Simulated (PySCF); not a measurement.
Bonds (- single, = double, # triple, : aromatic): C1-C2 1.513 Å, C2-F3 1.357 Å, C2-F4 1.357 Å. C1 carries H5, H6, H7; C2 carries H8.

Geometry: GFN2-xTB; GIAO absolute shieldings from PySCF 2.14.0 with density-fitted response routines, gas phase, non-relativistic, averaged over equivalent atoms.

At PBE0/pcSseg-1 (88 basis functions, about 12 core-seconds):
| atoms | σ (ppm) |
| --- | --- |
| C2 | 65.7 |
| C1 | 163.4 |
| F3/F4 | 302.0 |
| H8 | 25.46 |
| H5/H6/H7 | 30.18 |

Estimate the result of repeating the calculation with revPBE/pcSseg-1.

## Answers


| atoms | σ at revPBE/pcSseg-1 | change |
| --- | --- | --- |
| C2 | 58.6 | -7.1 |
| C1 | 158.9 | -4.5 |
| F3/F4 | 284.3 | -17.7 |
| H8 | 25.25 | -0.21 |
| H5/H6/H7 | 30.29 | +0.11 |

The largest change is at F3/F4 (fluorine of a CF2 group). Cost: 88 basis functions, 4.6 s wall time on 1 thread of an Arm Neoverse V1, shared host.
